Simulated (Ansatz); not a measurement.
The input, for Ansatz 0.2.0:

```yaml
crystal:
  periodic: [false, false, false]
  atoms:
    - {symbol: O, position_ang: [0.000000, 0.000000, 0.643781]}
    - {symbol: C, position_ang: [0.000000, 0.000000, -0.660640]}
    - {symbol: H, position_ang: [0.000000, -0.956723, -1.173362]}
    - {symbol: H, position_ang: [0.000000, 0.956723, -1.173362]}
basis:
  gaussian: {orbitals: cc-pVDZ}
total_charge: 1
magnetization: {spin_polarized: true, initial_magnetization: 3}
correlation: {method: ccsd_t, electrons: outside_noble_gas}
output: {forces: true}
```

```sh
$ ansatz run in.yaml --threads 1 --pin off --events-out ev --progress --plain --max-ram 2393MiB
```

Log:

```
344 factors; integrals over basis functions are off by at most 9.5e-4 eV
mean field evaluation 1: about -3083.2789 eV, gradient 1.4e1 eV
mean field evaluation 2: about -3083.2803 eV, gradient 1.4e1 eV
mean field evaluation 4: about -3084.7298 eV, gradient 2.7e0 eV
mean field evaluation 8: about -3085.0046 eV, gradient 2.5e-1 eV
mean field evaluation 16: about -3084.8907 eV, gradient 1.9e0 eV
mean field evaluation 32: about -3081.4780 eV, gradient 1.2e0 eV
mean field evaluation 64: about -3069.8107 eV, gradient 2.2e1 eV
mean field evaluation 96: about -3081.7721 eV, gradient 3.9e0 eV
mean field evaluation 128: about -3080.8507 eV, gradient 1.5e0 eV
mean field -3085.00593015 eV, -113.3718768407 hartree, gradient 3.0e-6 eV, S^2 3.767969; 3 other end points of the search recorded, 0 dependent functions left out
determinant -3085.00593015 eV, -113.3718768407 hartree, with singles and doubles -3091.74473378 eV, -113.6195233066 hartree
determinant -3082.24686396 eV, -113.2704830286 hartree, with singles and doubles -3089.28188702 eV, -113.5290153576 hartree
determinant -3081.52335516 eV, -113.2438945705 hartree, with singles and doubles -3088.63458158 eV, -113.5052273213 hartree
2 core orbitals not correlated: weight in the atoms' cores, before any rotation towards them, 1.000 or more for the frozen orbitals, at most 0.000 for the correlated occupied ones
reference -3085.00593015 eV, -113.3718768407 hartree; 7, 4 occupied and 29, 32 virtual orbitals, 344 factors
second order -5.71927543 eV of doubles, -0.00000000 eV of singles
cycle   1  -6.73846653 eV  change    3.4e-4 eV  update   8.3e-4
cycle   2  -6.73850490 eV  change   -3.8e-5 eV  update   5.2e-4
cycle   3  -6.73825236 eV  change    2.5e-4 eV  update   1.5e-4
cycle   4  -6.73831033 eV  change   -5.8e-5 eV  update   8.2e-5
cycle   5  -6.73852731 eV  change   -2.2e-4 eV  update   3.3e-5
cycle   6  -6.73856171 eV  change   -3.4e-5 eV  update   9.2e-6
cycle   7  -6.73856268 eV  change   -9.7e-7 eV  update   4.1e-6
cycle   8  -6.73856117 eV  change    1.5e-6 eV  update   1.1e-6
perturbative correction -0.13883711 eV, -0.0051021696 hartree
the calculation of the forces begins
Total energy: -3091.88332842 eV, -113.6246165656 hartree
Atom 0 at     0.000000     0.000000     0.643781 Å, force    -0.000000     0.000000     6.720135 eV/Å
Atom 1 at     0.000000     0.000000    -0.660640 Å, force    -0.000000     0.000000    -5.828913 eV/Å
Atom 2 at     0.000000    -0.956723    -1.173362 Å, force     0.000000    -0.981849    -0.445611 eV/Å
Atom 3 at     0.000000     0.956723    -1.173362 Å, force    -0.000000     0.981849    -0.445611 eV/Å
Dipole moment:     0.000000    -0.000000    -0.228785 e Å
```

Forces (eV/Å):
```
O    0.000  0.000  6.720
C    0.000  0.000 -5.829
H    0.000 -0.982 -0.446
H    0.000  0.982 -0.446
```

For the same geometry and basis UCCSDT(Q) lies 31.2 meV lower.

Ran on 1 thread of Arm Neoverse V1, shared host: 2.7 s wall, 0.29 GiB peak host memory.
